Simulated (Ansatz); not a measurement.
Reaction (formal loss of a carbene): `O=CCOCO` → `[CH2]` (triplet) + `O=COCO`

Gas-phase electronic energies from Ansatz, PBE0-D4/def2-TZVP geometries. CCSD(T)/CBS adds triple-zeta CCSD(T) − MP2 to the extrapolated MP2 energy (def2 sets, frozen cores). This one scheme is used for every species. Functionals use def2-TZVPP. B3LYP here is the variant with VWN-RPA as its local correlation; programs differ in this. Triplets are unrestricted, without spin–orbit coupling. Each species was taken in one conformer, which may not be the lowest.

```csv
level,ΔE (kcal/mol),difference from CCSD(T)/CBS
PBE-D4,81.9,0.3
r2SCAN-D4,74.2,-7.4
PBE0-D4,80.0,-1.6
B3LYP-D4,79.8,-1.8
ωB97X-V,84.0,2.4
B2PLYP,78.6,-3.0
PBE,80.4,-1.2
r2SCAN,73.7,-7.9
B3LYP,77.6,-4.0
HF/def2-TZVPP,47.7,-33.9
MP2/def2-TZVPP,80.4,-1.2
MP2/def2-QZVPP,82.1,0.5
SCS-MP2/def2-QZVPP,83.9,2.3
HF/CBS(def2),47.8,-33.8
MP2/CBS(def2),83.2,1.6
CCSD/CBS(def2),79.6,-2.0
CCSD(T)/CBS,81.6,0
```

Largest T1 diagnostic among the species: 0.015.

In def2-TZVPP, CCSD(T) changes the Hartree–Fock value by +31.1 kcal/mol (the triples alone add +2.0 kcal/mol) and MP2 by +32.8 kcal/mol. From PBE to PBE0 (25 % exact exchange), in def2-TZVPP and without D4, ΔE moves by −1.7 kcal/mol.
